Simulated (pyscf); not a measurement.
PySCF, gas phase, ωB97X-D3(BJ)/def2-SVP geometries.

**Question.** Estimate by transition-state theory the rate constant of H₃C–BiH–CH₃ (SMILES [CH3][BiH][CH3]) + CH₄ (SMILES C) → H₃C–Bi(CH₃)–CH₃ (SMILES [CH3][Bi]([CH3])[CH3]) + H₂ (SMILES [H][H]) (singlet surface; Bi–H, C–H broken, Bi–C, H–H formed) at 1200 K, with ωB97M-D3(BJ)/def2-TZVP energies (ideal gas, 1 atm, RRHO with modes under 100 cm⁻¹ raised to 100, one conformer, R ln 2 for chiral ones without a mode under 150 cm⁻¹; no tunnelling).

**Answer.** The electronic barrier is 79.5 kcal/mol and the thermal terms add +33.4, so ΔG‡ = 112.9 kcal/mol. With k_BT/h = 2.50e+13 s⁻¹ and RT = 2.385 kcal/mol, and a volume of 1.64e-19 cm³ per molecule at 1 atm, k = 1.1e-26 cm³ molecule⁻¹ s⁻¹. Wigner's tunnelling factor for 2119i cm⁻¹ would be 1.27. A shift of 1 kcal/mol in the barrier changes k by a factor 1.5. At the saddle there is also a short Bi–H contact that neither side keeps. From the product side, CH₃• + H₃C–Bi•–CH₃ + H₂ lies, by one bond made or cut, 11.6 kcal/mol under this saddle at ωB97M-D3(BJ)/def2-TZVP. The same reactants have a lower exit, to H₃C–Bi•–CH₃ + H• + CH₄ (no saddle counted: cutting one bond costs +63.7 kcal/mol at ωB97M-D3(BJ)/def2-TZVP, against +79.5 kcal/mol here). One saddle was located; it need not be the lowest between these sides. Elements past Kr carry the def2 core potentials, without spin-orbit coupling.
